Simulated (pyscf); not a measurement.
## Four-centre exchange: `[F][GeH3]` + `[FH]` -> `[F][GeH3]` + `[FH]`

Gas phase, singlet surface, charge 0. Bonds broken: Ge1–F6, F2–H7. Bonds formed: Ge1–F2, F6–H7. Optimised with ωB97X-D3(BJ)/def2-SVP in PySCF. Correlated levels are frozen-core, on RHF or UHF. ΔMP2 is the change of the MP2 total energy from the triple- to the quadruple-zeta basis.

Transition state (Å):

```xyz
7

Ge    -1.0796    -0.4891    -0.3792
F     -0.2989     0.8553     0.9585
H     -0.5485    -1.4760    -1.4314
H     -2.2566     0.3534    -0.8567
H     -1.3747    -1.3225     0.8782
F      0.4285     0.7194    -1.0654
H      0.2951     1.0750     0.0100
```

One imaginary mode, 511i cm⁻¹; descent along it reached the two sides named, in the forms told below.

```csv
bond,change,reactant side (Å),saddle,product side
Ge1–F6,breaks,1.778,2.051,3.0
F2–H7,breaks,0.937,1.140,1.694
Ge1–F2,forms,3.0,2.051,1.778
F6–H7,forms,1.693,1.141,0.937
```

Electronic energies relative to the separated reactants (kcal/mol):

```csv
level,barrier,reaction energy,reverse barrier
ωB97X-D3(BJ)/def2-TZVP,17.6,0.0,17.6
PBE/def2-TZVP,12.7,0.0,12.7
r²SCAN/def2-TZVP,14.3,0.0,14.3
B3LYP-D3(BJ)/def2-TZVP,16.9,0.0,16.9
PBE0-D3(BJ)/def2-TZVP,16.1,0.0,16.1
M06-2X/def2-TZVP,17.4,0.0,17.4
ωB97M-D3(BJ)/def2-TZVP,17.3,0.0,17.3
HF/def2-TZVP,32.6,0.0,32.6
MP2/def2-QZVPP,20.1,0.0,20.1
CCSD/def2-TZVPP,22.1,0.0,22.1
CCSD(T)/def2-TZVPP,19.8,0.0,19.8
CCSD(T)/def2-TZVPP + ΔMP2(QZVPP),20.6,0.0,20.6
```

With CCSD(T)/def2-TZVPP + ΔMP2(QZVPP) energies and thermal terms (ideal gas, 1 atm, RRHO with modes under 100 cm⁻¹ raised to 100, one conformer, R ln 2 for chiral ones without a mode under 150 cm⁻¹), in kcal/mol:

```
T (K)   ΔH‡   ΔG‡   ΔH   ΔG
-----  ----  ----  ---  ---
298    20.1  29.2  0.0  0.0
600    19.5  38.8  0.0  0.0
900    19.6  48.5  0.0  0.0
1200   19.9  58.1  0.0  0.0
```

On the reactant side the descent ends in a complex, 7.0 kcal/mol under the separated species and 24.6 kcal/mol under the saddle at ωB97X-D3(BJ)/def2-TZVP. On the product side the descent ends in a complex, 7.0 kcal/mol under the separated species and 24.6 kcal/mol under the saddle at ωB97X-D3(BJ)/def2-TZVP. One saddle was located; it need not be the lowest between these sides. The CCSD(T) − MP2 part came from Ansatz, without density fitting, on the same reference. The frozen core leaves the outer d or s,p core shells of the metals and heavy elements correlated in the MP2 and CC values, and def2-TZVPP describes them poorly, which can shift differences by a few kcal/mol. Elements up to Kr have no core potential and no relativistic terms here.
